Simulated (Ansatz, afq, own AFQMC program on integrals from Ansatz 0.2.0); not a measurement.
HBrO, triplet: AFQMC among the cluster methods

```xyz
3

Br    0.0000    0.0000   -1.4757
H     0.0000    0.0000    0.1933
O     0.0000    0.0000    1.2823
```

Connectivity, by distances: Br ··· O, 1 bridging H.

Basis cc-pVTZ. Noble-gas cores (and the filled d shells of Ga–Kr and In–Xe) are frozen. Ansatz 0.2.0 and our own AFQMC program on the same integrals; the CISD trial comes from CCSD amplitudes, and released means the phaseless constraint is let go. ± is one standard error of the sampling. No spin–orbit coupling.

Determinant: UHF, the one that the program's search chose, which needn't be the lowest solution. The geometry is a point of a scan.

No full CI on the walks' own integrals is used here; CCSDT(Q) serves as the reference and is uncertain by about the last step of the cluster series.

Cautions: no relativity below Rb; no spin-orbit coupling; inner d shell frozen; lower spins were not checked; unrestricted determinant slightly spin contaminated (⟨S²⟩ 2.06 against 2.00); the released energies get too noisy after the second time (errors over twice the walk's own, or jumping), so no released level is given (meV from the phaseless value at times in 1/Eh: -17 ± 3 at 0.24, -22 ± 4 at 0.51, -17 ± 10 at 0.99, -32 ± 8 at 1.62, 347 ± 365 at 2.40), though the last usable value meets CCSDT(Q) within the noise.

The T1 diagnostic is 0.0160 and the weight of the determinant in the CISD state is 0.877. The ⟨S²⟩ of the determinant is 2.056 and the size of the correlated space is 14 electrons in 72 orbitals.

```
  level  correlation energy (eV)
    MP2                  -9.4334
   CCSD                 -10.3644
CCSD(T)                 -10.7038
```

Estimate where phaseless AFQMC with a CISD trial lies against CCSD(T) on the same integrals.

0.67 ± 0.14 mEh below CCSD(T).

Reference: CCSDT(Q), correlation energy -10.750 eV.

| level | E − E(reference) (mEh) | share of correlation (%) |
| --- | --- | --- |
| CCSD(T) | 1.69 | 99.57 |
| CCSDT | 0.57 | 99.86 |
| ph-AFQMC/CISD | 1.02 ± 0.14 | 99.74 |

A walk keeps the symmetry of its determinant, which the program's search chose and which needn't be the lowest solution, so a lower state of the same spin and another symmetry isn't excluded.
